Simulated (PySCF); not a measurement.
Results of a calculation; reference values are marked as such.
# CH7Si2

The system: CH7Si2, a small molecule (built as: Si site whose three back bonds go to CH2SiH3, H, H); neutral, doublet. The structure, one conformer, was relaxed in the gas phase by PBE0-D3(BJ)/def2-SVP. No frequency run checks that it is a minimum.

SMILES: [SiH2]C[SiH3]

```xyz
10

Si    0.386    1.764    0.344
C     0.855    0.053   -0.289
Si   -0.535   -1.216   -0.141
H     0.033    1.725    1.799
H    -0.761    2.333   -0.434
H     1.156    0.127   -1.348
H     1.730   -0.315    0.272
H    -0.104   -2.549   -0.670
H    -0.930   -1.378    1.291
H    -1.730   -0.760   -0.916
```
(Å; atoms numbered from 1)

EPR values by unrestricted B3LYP, IGLO-III on C Si, pcH-1 on H.

Question: Predict g and the largest hyperfine couplings. Where does the spin sit?

Answer: g = 2.0020, 2.0036, 2.0041. The spin sits on Si1 (92 %, bonded to 1 C + 2 H) by Mulliken populations.
```
atom  isotope  isotropic (MHz)  dipolar, principal values (MHz)
 Si1     29Si           -511.0               -163.0, 81.5, 81.6
 Si3     29Si            -64.3                   -8.1, 3.3, 4.8
  H5       1H             50.3                   -9.0, 0.6, 8.4
  H4       1H             50.2                   -9.1, 0.6, 8.4
  H8       1H             31.1                  -1.1, -0.5, 1.6
  C2      13C             11.6                  -4.8, -4.7, 9.5
```

Question: How do the isotropic couplings move with BHandHLYP?

Answer: Si1 -511.0 to -546.5 MHz, Si3 -64.3 to -58.9 MHz, H5 50.3 to 52.7 MHz, H4 50.2 to 52.5 MHz.
